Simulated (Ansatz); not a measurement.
# AlClH3: the cost of one run

Method: UKS LDA/def2-SVP, in Ansatz 0.2.0.

### 1 The starting structure

Bond lengths: Al1–Cl2 2.480 Å, Al1–H3 1.560 Å, Al1–H4 1.560 Å. Angles: Cl2–Al1–H3 120.0°, Cl2–Al1–H4 120.0°, H3–Al1–H4 120.0°.

Coordinates:

```xyz
5

Al    0.0000    0.0000    0.0000
Cl    0.0000    0.0000    2.4800
H     1.3510    0.0000   -0.7800
H    -1.3510    0.0000   -0.7800
H     0.0000    0.0000    4.1500
```

### 2 Pulling towards end A

Springs on the bonds that form and break draw the guess towards this end; the thresholds are loose.

File input.yaml:

```yaml
crystal:
  periodic: [false, false, false]
  atoms:
    - { symbol: Al, position_ang: [0.0, 0.0, 0.0] }
    - { symbol: Cl, position_ang: [0.0, 0.0, 2.48] }
    - { symbol: H, position_ang: [1.351, 0.0, -0.78] }
    - { symbol: H, position_ang: [-1.351, 0.0, -0.78] }
    - { symbol: H, position_ang: [0.0, 0.0, 4.15] }
magnetization:
  spin_polarized: true
  initial_magnetization: 1
basis:
  gaussian: { orbitals: def2-SVP }
hamiltonian:
  xc: lda
relax:
  f_tol: 0.15
  max_steps: 25
  restrain:
    - { distance: [1, 4], at: 2.57, k: 30.0 }
    - { distance: [0, 1], at: 2.23, k: 30.0 }
```

Launch:

```
ansatz run input.yaml --threads 1 --pin off --max-ram 2048MiB --backend cpu --events-out ev --progress --plain --runs-dir out
```

Q: Estimate wall time and peak memory on 1 thread of Arm Neoverse V1, shared host.

About 5.6 s, with a peak of 0.11 GiB.
